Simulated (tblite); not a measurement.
Q: Write Cartesian coordinates for InChI=1S/C5H7/c1-3-5-4-2/h3,5H,1H2,2H3 as optimised with GFN2-xTB. (Doublet state.)

A: 
```xyz
12
C5H7 angstrom
C     -2.5803    0.2856    0.1279
C     -1.4419   -0.3946    0.0623
C     -0.1319    0.2302    0.0226
C      0.9986   -0.4155   -0.0708
C      2.4360   -0.2151   -0.1346
H     -3.5372   -0.2062    0.1542
H     -2.5959    1.3634    0.1559
H     -1.4498   -1.4758    0.0333
H     -0.1554    1.3276    0.0760
H      2.9240   -0.7278    0.6958
H      2.7007    0.8495   -0.0833
H      2.8342   -0.6220   -1.0653
```

Any rigid rotation of these coordinates is as good. Atoms count from 1 in this order. The C–C distances run from 1.305 Å (C3=C4, drawn double) to 1.453 Å (C4–C5, drawn single), a spread of 0.148 Å. C2 (carbon bonded to 2 C and H) is planar (angles 123.7°, 120.5° and 115.8°, sum 360.0°, 0.00 Å off the plane of its three neighbours). The 5 heavy atoms lie in one plane (0.007 Å rms). Of the pairs four or more bonds apart, H7···H9 is among the closest relative to their van der Waals radii: 2.44 Å, 102 % of the sum of Bondi's values.

Bonds between heavy atoms (Å): C1=C2 1.328, C2–C3 1.452, C3=C4 1.305, C4–C5 1.453.

The geometry is computed with GFN2-xTB (gas phase). This method treats the open shell by occupation alone, without spin polarisation.

Its GFN2-xTB frequencies are all real (lowest 88 cm⁻¹). Torsions: C1–C2–C3–C4 -178°. 3 starts were optimised and ended at 0.00, 0.01 and 0.03 kcal/mol (GFN2-xTB); the lowest of these is shown.

The run took 0.21 s on one thread, Arm Neoverse V2 (aarch64), shared host. These figures are those of the optimisation.

One conformer stands for the species.
